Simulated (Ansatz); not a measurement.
`[Li][O]C` + HCl → `[Li][Cl]` + CH₃OH at 700 K and 1 bar (ligand exchange at a Li–O bond).

Isolated molecules relaxed with PBE0-D4/def2-TZVP in Ansatz; ΔE leaves out vibrations. CCSD(T)/CBS adds triple-zeta CCSD(T) − MP2 to the extrapolated MP2 energy (def2 sets, frozen cores). This one scheme is used for every species. For Li outer-core shells are correlated without core-valence functions, which leaves a few kJ/mol of doubt a bond.

```json
{"species": "`[Li][O]C`", "CCSD(T)/CBS energy (Eh)": "-122.55324", "H − E (kJ/mol)": "150.1", "S (J/(mol·K))": "310.7"}
{"species": "HCl", "CCSD(T)/CBS energy (Eh)": "-460.38127", "H − E (kJ/mol)": "38.4", "S (J/(mol·K))": "211.8"}
{"species": "`[Li][Cl]`", "CCSD(T)/CBS energy (Eh)": "-467.35841", "H − E (kJ/mol)": "27.0", "S (J/(mol·K))": "242.3"}
{"species": "CH₃OH", "CCSD(T)/CBS energy (Eh)": "-115.61712", "H − E (kJ/mol)": "170.8", "S (J/(mol·K))": "288.5"}
```

H − E and S are ideal-gas, rigid-rotor, harmonic terms from PBE0-D4/def2-TZVP. 1 Eh = 2625.50 kJ/mol, R = 8.31446 J/(mol·K).

Q: By hand: ΔE, ΔH, ΔS and ΔG.

A: ΔE = (-467.35841) + (-115.61712) − (-122.55324) − (-460.38127) = -0.04102 Eh = -107.7 kJ/mol. Δ(H − E) = 27.0 + 170.8 − 150.1 − 38.4 = 9.3, so ΔH = -98.4 kJ/mol. ΔS = 242.3 + 288.5 − 310.7 − 211.8 = 8.3 J/(mol·K). ΔG = -98.4 − 700 × (8.3)/1000 = -104.2 kJ/mol.

Q: By hand: the equilibrium constant, and the temperature at which ΔG would vanish if ΔH and ΔS stayed fixed.

A: log₁₀ K = −ΔG/(RT ln 10) = 7.8. ΔH and −TΔS have one sign here, so there is no such temperature.

The number of gas molecules stays the same, so ΔS is small and ΔH decides. A doubt of 5 kJ/mol in ΔE shifts log₁₀ K by 0.4 here. These are equilibria of isolated gas molecules and say nothing of rates. Largest T1 diagnostic: 0.013 (customary marks: 0.02 for closed shells, 0.045 for open ones).
